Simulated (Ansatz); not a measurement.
**C₄H₉+: up Jacob's ladder to CCSD(T)**

An exercise on one series of results from a longer session: the logs are not shown, and one member is left open.

Method: functionals in def2-TZVPP, the program's frozen cores in correlated methods; program: Ansatz 0.2.0, Gaussian basis.

The runs, in order: LDA (SPW92), PBE-D4, revPBE-D4, BLYP-D4, r2SCAN-D4, B97M-V, PBE0-D4, B3LYP-D4, r2SCANh-D4, r2SCAN0-D4, HSE06-D4, BHLYP-D4, CAM-B3LYP-D4, LC-ωPBE, ωB97X-V, ωB97M-V, B2PLYP, PBE-QIDH; CCSD(T)/def2-SVP; CCSD(T)/def2-TZVPP; CCSD(T)/def2-QZVPP; extrapolation to the limit; RPA on PBE.

## Structure used throughout

An earlier PBE0-D4 in a triple-zeta def2 set relaxation fixed the geometry.

13 atoms, charge 1, spin multiplicity 1.

Atoms are counted from 1 here; the program's logs count them from 0.

Bond lengths: C1–C2 1.450 Å, C1–H5 1.089 Å, C1–H6 1.093 Å, C1–H7 1.109 Å, C2–C3 1.451 Å, C2–C4 1.453 Å, C3–H8 1.108 Å, C3–H9 1.088 Å, C3–H10 1.093 Å, C4–H11 1.087 Å, C4–H12 1.105 Å, C4–H13 1.096 Å. Angles: C2–C1–H5 114.5°, C2–C1–H6 112.6°, C2–C1–H7 103.6°, H5–C1–H6 113.0°, H5–C1–H7 107.5°, H6–C1–H7 104.5°, C1–C2–C3 119.9°, C1–C2–C4 119.7°, C3–C2–C4 120.3°, C2–C3–H8 104.5°, C2–C3–H9 114.3°, C2–C3–H10 112.1°, H8–C3–H9 107.8°, H8–C3–H10 104.3°, H9–C3–H10 112.8°, C2–C4–H11 114.7°, C2–C4–H12 105.5°, C2–C4–H13 111.0° and more.

Coordinates:

```tsv
atom	x (Å)	y (Å)	z (Å)
C1	-0.62053	1.25301	-0.37103
C2	0.01751	0.00271	-0.00565
C3	0.91223	-0.04747	1.13580
C4	-0.26090	-1.19880	-0.77335
H5	-1.47570	1.14596	-1.03622
H6	-0.82888	1.88706	0.49436
H7	0.16990	1.79548	-0.92816
H8	0.33345	-0.57414	1.91991
H9	1.19412	0.92774	1.52808
H10	1.77384	-0.69610	0.95553
H11	0.40494	-2.03358	-0.56868
H12	-1.29422	-1.48681	-0.50652
H13	-0.32575	-0.97506	-1.84410
```

The first run:

in.yaml reads:

```yaml
crystal:
  periodic: [false, false, false]
  atoms:
    - {symbol: C, position_ang: [-0.620532, 1.253011, -0.371032]}
    - {symbol: C, position_ang: [0.017508, 0.002712, -0.005653]}
    - {symbol: C, position_ang: [0.912228, -0.047469, 1.135803]}
    - {symbol: C, position_ang: [-0.260903, -1.198795, -0.773353]}
    - {symbol: H, position_ang: [-1.475703, 1.145956, -1.036221]}
    - {symbol: H, position_ang: [-0.828878, 1.887061, 0.494362]}
    - {symbol: H, position_ang: [0.169896, 1.795482, -0.928157]}
    - {symbol: H, position_ang: [0.333451, -0.574137, 1.919914]}
    - {symbol: H, position_ang: [1.194115, 0.927741, 1.528081]}
    - {symbol: H, position_ang: [1.773835, -0.696098, 0.955532]}
    - {symbol: H, position_ang: [0.404940, -2.033576, -0.568675]}
    - {symbol: H, position_ang: [-1.294216, -1.486812, -0.506519]}
    - {symbol: H, position_ang: [-0.325751, -0.975056, -1.844102]}
basis:
  gaussian: {orbitals: def2-TZVPP}
total_charge: 1
hamiltonian: {xc: lda}
output: {orbitals: {seedname: orbitals}}
```

Command:

```bash
$ ansatz run in.yaml --threads 2 --pin off --events-out ev --progress --plain --max-ram 32768MiB --backend cpu
```

Among the steps run: LDA; PBE-D4 (GGA); revPBE-D4 (GGA); BLYP-D4 (GGA); r2SCAN-D4 (meta-GGA); B97M-V (meta-GGA); PBE0-D4 (hybrid); B3LYP-D4 (hybrid); r2SCANh-D4 (hybrid); r2SCAN0-D4 (hybrid); HSE06-D4 (hybrid); BHLYP-D4 (hybrid); CAM-B3LYP-D4 (range-separated); LC-ωPBE (range-separated); ωB97X-V (range-separated); ωB97M-V (range-separated); B2PLYP (double hybrid); PBE-QIDH (double hybrid).

One table of the session follows, with a row left open; its other results are not shown here.

It belongs to the step «Orbital energies across the functionals». Levels, from each run's orbital file:

| functional | HOMO (eV) | LUMO (eV) | gap (eV) |
| --- | --- | --- | --- |
| LDA (SPW92) | -14.74 | -9.59 | 5.14 |
| PBE-D4 | -14.71 | -9.48 | 5.22 |
| revPBE-D4 | -14.68 | -9.43 | 5.25 |
| BLYP-D4 | -14.65 | -9.36 | 5.29 |
| r2SCAN-D4 | -15.04 | -9.21 | 5.83 |
| B97M-V | -15.20 | -9.14 | 6.06 |
| PBE0-D4 | ? | ? | ? |
| B3LYP-D4 | -16.02 | -8.70 | 7.32 |
| r2SCANh-D4 | -15.60 | -8.84 | 6.76 |
| r2SCAN0-D4 | -16.43 | -8.28 | 8.15 |
| HSE06-D4 | -15.81 | -8.85 | 6.96 |
| BHLYP-D4 | -17.70 | -7.24 | 10.45 |
| CAM-B3LYP-D4 | -17.72 | -7.26 | 10.45 |
| LC-ωPBE | -19.11 | -6.13 | 12.98 |
| ωB97X-V | -18.75 | -6.16 | 12.59 |
| ωB97M-V | -18.59 | -6.23 | 12.36 |

Estimate the missing values for PBE0-D4.

As computed: HOMO (eV): -16.22; LUMO (eV): -8.46; gap (eV): 7.76. In the column «HOMO (eV)» it lies between r2SCAN0-D4 (-16.43) and B3LYP-D4 (-16.02).
